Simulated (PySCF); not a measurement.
Compound: C4H4O.
Atom-mapped SMILES: `[CH3:1][c:2]1[cH:3][c:4]1=[O:5]` (hydrogens: H6, H7, H8 on C1; H9 on C3)

Method used: PySCF 2.14.0, PBE0-D3(BJ)/def2-SVP geometry optimisation, gas phase.

**Question.** What internal coordinates does the optimisation give?

**Answer.** 
```tsv
bond	length (Å)	order
C1–C2	1.472	single
C2–C3	1.349	aromatic
C3–C4	1.428	aromatic
C4=O5	1.201	double
C2–C4	1.436	aromatic
C1–H6, C1–H7, C1–H8	1.100	single
C3–H9	1.093	single
```

Bonds in one row agree within 0.01 Å and their mean is given. Orders are formal, as drawn. A selection of angles:
```tsv
angle	degrees
C2–C1–H6	112.3
C2–C1–H7	109.7
H6–C1–H7	109.3
H7–C1–H8	106.5
C1–C2–C3	146.4
C1–C2–C4	152.0
C3–C2–C4	61.6
C2–C3–C4	62.2
C2–C3–H9	144.1
C4–C3–H9	153.8
C3–C4–O5	152.0
C2–C4–C3	56.2
C2–C4–O5	151.8
```

The 5 heavy atoms lie in one plane (0.000 Å rms). The 3-membered ring C2–C3–C4 has internal angles of 56.2° to 62.2°. The C–C distances run from 1.349 Å (C2–C3, drawn aromatic) to 1.472 Å (C1–C2, drawn single), a spread of 0.123 Å.

Point group: Cs (every atom within 0.08 Å of its image). Whether it is a minimum is left open (no frequencies).

Hardware: an Arm Neoverse V1 with one thread, shared host. Cost: 6.8 s. These figures are those of the optimisation.
